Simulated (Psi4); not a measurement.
Complex: H2O (SMILES O) (first 3 atoms) with CH4O (SMILES CO); geometry from S66by8 set.
(charge 0, multiplicity 1):
```xyz
9

O     -2.136     0.081     0.116
H     -2.553     0.879     0.441
H     -1.207     0.191     0.357
O      0.945     0.175     0.520
H      1.313    -0.397     1.198
C      1.410    -0.296    -0.742
H      0.979     0.355    -1.495
H      2.496    -0.246    -0.816
H      1.082    -1.316    -0.941
```

The numbers are results of SAPT0/jun-cc-pV(D+d)Z (Psi4 1.11), not measurements.

### Question
Give the four SAPT terms and the total, and say what mostly holds the pair together.

### Answer
electrostatics -26.8, exchange 14.0, induction -5.0, dispersion -4.4, total -22.1 kJ/mol; the largest attraction is electrostatics.
